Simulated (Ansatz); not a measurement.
Two members of one family (AlH3 adduct), computed with Ansatz in the gas phase. The two geometries come from different levels. Binding counts from free atoms in the multiplicity of their measured ground term, without zero-point energy. A dash marks a value that wasn't run or was left out as unsound. The structures are stationary points that may keep the symmetry of their start. Remarks come from the PBE and PBE0 runs and from stability tests at other levels; not every state was tested. HOMO above LUMO (over both spins in singlets and doublets, within one spin in higher multiplets; at PBE or PBE0), or a gap under 0.15 eV within one spin, warns that the state may not be the lowest or that an electron is smeared out.

First: Al(CO)H3 (singlet, charge 0, PBE0-D4/def2-TZVP geometry).

| atom | x (Å) | y (Å) | z (Å) |
| --- | --- | --- | --- |
| Al1 | 0.271 | 0.279 | 0.736 |
| C2 | -0.430 | -0.442 | -1.164 |
| O3 | -0.792 | -0.816 | -2.155 |
| H4 | 1.600 | -0.601 | 0.737 |
| H5 | -0.996 | -0.225 | 1.561 |
| H6 | 0.348 | 1.806 | 0.285 |

| level | HOMO (eV) | LUMO (eV) | gap (eV) | vertical IE (eV) | vertical triplet (eV) | binding per atom (eV) |
| --- | --- | --- | --- | --- | --- | --- |
| PBE-D4/def2-TZVP | -7.11 | -3.23 | 3.88 | – | – | 3.54 |
| r2SCAN-D4/def2-TZVP | -7.41 | -3.09 | 4.33 | 10.53 | 5.26 | 3.49 |
| B3LYP-D4/def2-TZVP | -8.14 | -2.47 | 5.67 | – | – | 3.48 |
| PBE0-D4/def2-SVP | -8.28 | -2.15 | 6.13 | – | – | 3.46 |
| PBE0-D4/def2-TZVP | -8.32 | -2.18 | 6.13 | 10.66 | 5.41 | 3.44 |

Remarks: gap within one spin near zero at PBE or PBE0 (+1 doublet), HOMO above LUMO (+1 doublet), gap within one spin near zero at PBE or PBE0 (triplet), HOMO above LUMO (triplet).

Second: Al(H2O)H3 (singlet, charge 0, PBE-D4/def2-TZVP geometry).

```xyz
7

Al    0.4982   -0.7419    0.0794
O    -0.7188    0.8479   -0.4191
H    -0.2030    1.6681   -0.3139
H    -1.4765    0.9114    0.1909
H     0.2213   -1.7808   -1.1055
H    -0.1743   -1.0343    1.5147
H     1.8530    0.1296    0.0535
```

**Question.** Estimate how these quantities change from the first to the second (second minus first).

**Answer.** 
```json
{"level": "PBE-D4/def2-TZVP", "Δ HOMO (eV)": "0.77", "Δ LUMO (eV)": "1.58", "Δ gap (eV)": "0.81", "Δ vertical IE (eV)": "–", "Δ vertical triplet (eV)": "–", "Δ binding per atom (eV)": "-0.71"}
{"level": "r2SCAN-D4/def2-TZVP", "Δ HOMO (eV)": "0.76", "Δ LUMO (eV)": "2.08", "Δ gap (eV)": "1.32", "Δ vertical IE (eV)": "-0.65", "Δ vertical triplet (eV)": "0.17", "Δ binding per atom (eV)": "-0.63"}
{"level": "B3LYP-D4/def2-TZVP", "Δ HOMO (eV)": "0.71", "Δ LUMO (eV)": "1.34", "Δ gap (eV)": "0.63", "Δ vertical IE (eV)": "–", "Δ vertical triplet (eV)": "–", "Δ binding per atom (eV)": "-0.62"}
{"level": "PBE0-D4/def2-SVP", "Δ HOMO (eV)": "0.72", "Δ LUMO (eV)": "1.77", "Δ gap (eV)": "1.05", "Δ vertical IE (eV)": "–", "Δ vertical triplet (eV)": "–", "Δ binding per atom (eV)": "-0.65"}
{"level": "PBE0-D4/def2-TZVP", "Δ HOMO (eV)": "0.70", "Δ LUMO (eV)": "1.41", "Δ gap (eV)": "0.71", "Δ vertical IE (eV)": "-0.61", "Δ vertical triplet (eV)": "0.22", "Δ binding per atom (eV)": "-0.64"}
```

Remarks: gap within one spin near zero at PBE or PBE0 (+1 doublet), HOMO above LUMO (+1 doublet), gap within one spin near zero at PBE or PBE0 (triplet), HOMO above LUMO (triplet).
